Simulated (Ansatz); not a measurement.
in.yaml

```yaml
crystal:
  periodic: [false, false, false]
  atoms:
    - {symbol: Si, position_ang: [0.000000, 0.000000, 0.000000]}
    - {symbol: Si, position_ang: [0.000000, 0.000000, 2.505000]}
basis:
  gaussian: {orbitals: 6-31G}
magnetization: {spin_polarized: false}
correlation: {method: ccsdtq, electrons: outside_noble_gas}
```

```sh
$ ansatz run in.yaml --threads 1 --pin off --events-out ev --progress --plain --max-ram 2393MiB
```

Log:

```
497 factors; integrals over basis functions are off by at most 4.4e-8 eV
mean field evaluation 1: about -15718.3413 eV, gradient 3.6e0 eV
mean field evaluation 2: about -15718.3425 eV, gradient 3.6e0 eV
mean field evaluation 4: about -15718.4463 eV, gradient 1.6e-1 eV
mean field evaluation 8: about -15718.4463 eV, gradient 8.7e-5 eV
mean field evaluation 16: about -15718.4479 eV, gradient 7.9e-2 eV
mean field evaluation 32: about -15718.4472 eV, gradient 2.6e-1 eV
mean field -15718.44631017 eV, -577.6422475531 hartree, gradient 1.5e-6 eV, S^2 0.000000; 5 other end points of the search recorded, 0 dependent functions left out; unrestricted orbitals would lower it
mean field evaluation 64: about -15719.1482 eV, gradient 1.9e0 eV
determinant -15718.44631017 eV, -577.6422475531 hartree, with singles and doubles -15721.50292519 eV, -577.7545760832 hartree
determinant -15716.80305968 eV, -577.5818592114 hartree, with singles and doubles -15721.00241266 eV, -577.7361825872 hartree
determinant -15718.44631017 eV, -577.6422475531 hartree, with singles and doubles -15721.50416254 eV, -577.7546215549 hartree
determinant -15716.80305968 eV, -577.5818592114 hartree, with singles and doubles -15721.00857042 eV, -577.7364088807 hartree
10 core orbitals not correlated: weight in the atoms' cores, before any rotation towards them, 1.000 or more for the frozen orbitals, at most 0.000 for the correlated occupied ones
reference -15718.44631017 eV, -577.6422475531 hartree; 4, 4 occupied and 12, 12 virtual orbitals, 497 factors
second order -2.42010343 eV of doubles, -0.00000000 eV of singles
cycle   1  -2.76687163 eV  change   -3.5e-1 eV  update   9.4e-2
cycle   2  -3.09790247 eV  change   -3.3e-1 eV  update   4.8e-2
cycle   3  -3.17767926 eV  change   -8.0e-2 eV  update   2.3e-2
...
cycle  31  -3.25296203 eV  change    2.9e-5 eV  update   5.9e-5
cycle  32  -3.25296557 eV  change   -3.5e-6 eV  update   2.4e-5
cycle  33  -3.25296948 eV  change   -3.9e-6 eV  update   1.8e-5
cycle  34  -3.25297695 eV  change   -7.5e-6 eV  update   1.6e-5
cycle  35  -3.25298452 eV  change   -7.6e-6 eV  update   9.3e-6
cycle  36  -3.25298988 eV  change   -5.4e-6 eV  update   2.9e-6
cycle  37  -3.25299157 eV  change   -1.7e-6 eV  update   1.3e-6
cycle  38  -3.25299103 eV  change    5.3e-7 eV  update   1.6e-6
cycle  39  -3.25299035 eV  change    6.8e-7 eV  update   8.2e-7
cycle  40  -3.25299020 eV  change    1.5e-7 eV  update   4.5e-7
WARN: these amplitudes may be one of several solutions (largest doubles amplitude 0.89, level shift 0.00 eV)
Total energy: -15721.69930037 eV, -577.7617927381 hartree
```

For the same geometry and basis full CI lies 5.7 meV lower. By full CI's occupations no single determinant describes the state well. The program flagged this run's energy as in doubt. The determinant fills πx and πy unequally, so it is a mixture of Σ and Δ. RHF is unstable: UHF (⟨S²⟩ = 1.72) lies 0.95 eV below the lowest RHF solution. Higher spins weren't run at this geometry and may lie near or lower.

Ran on 1 thread of Arm Neoverse V1, shared host: 6.5 s wall, 0.17 GiB peak host memory.
